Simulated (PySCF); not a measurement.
# NaP: one state, many levels of theory

State: ³Σ⁻ (triplet), unpaired electrons π ↑↑. Set-up: Na x2c-TZVPPall, P x2c-TZVPPall; spin-free X2C with a Gaussian nucleus (PySCF 2.14). De refers to Na + P in their high-spin ground configurations, without counterpoise correction. The functionals are run spin-unrestricted. A positive dipole means Na(−)P(+). Levels whose curve was spin-contaminated or gave no clean fit are not listed.

| Level | Re (Å) | ωe (cm⁻¹) | De (eV) | μ (D) | CPU s a point (SCF and correlation, without the integrals) |
| --- | --- | --- | --- | --- | --- |
| UHF | 2.688 | 273 | 0.276 | -8.10 | 0.35 |
| UHF-CCSD | 2.656 | 277 | 1.06 | n/a | n/a |
| UHF-CCSD(T) | 2.657 | 277 | 1.12 | n/a | 13 |
| PBE | 2.665 | 270 | 1.44 | -6.21 | 0.65 |
| revPBE | 2.690 | 263 | 1.36 | -6.35 | 0.4 |
| BP86 | 2.672 | 268 | 1.48 | -6.44 | 0.42 |
| r²SCAN | 2.668 | 275 | 1.37 | -7.04 | 0.84 |
| r²SCANh | 2.662 | 279 | 1.34 | -7.22 | 1 |
| PBE0 | 2.648 | 282 | 1.33 | -6.99 | 1.2 |
| MN15 | 2.667 | 270 | 1.37 | -6.74 | 1.1 |
| CAM-B3LYP | 2.622 | 293 | 1.36 | -7.11 | 1.4 |

Problem. Which functional lies closest to UHF-CCSD(T) in De, which farthest, and by how much do they differ from it?

Solution. Closest is PBE0 (-0.9 pm in Re, +1.8 % in ωe, +0.21 eV in De against UHF-CCSD(T) in the same basis), farthest BP86 (+1.5 pm in Re, -3.2 % in ωe, +0.36 eV in De). CCSD(T) converges more slowly with the basis than the functionals do and binds too weakly in this one, so the order can change at the basis-set limit.

Problem. What does the step from GGA to meta-GGA do here, going from PBE to r²SCAN?

Solution. r²SCAN less PBE: +0.3 pm in Re, +1.9 % in ωe, -0.07 eV in De. 

Problem. What does the triples do here, going from UHF-CCSD to UHF-CCSD(T)?

Solution. UHF-CCSD(T) less UHF-CCSD: +0.1 pm in Re, +0.0 % in ωe, +0.06 eV in De. Correlation nearly always deepens the well. The bond length hardly moves.

Correlated steps freeze 6 core orbitals. The state is the lowest determinant that a PBE0 search found; another state may lie lower at other levels.

The whole job (state search and all levels along the bond) took about 4 min on 1 thread of Intel Xeon 6975P-C (shared host), peak memory 1.7 GiB.
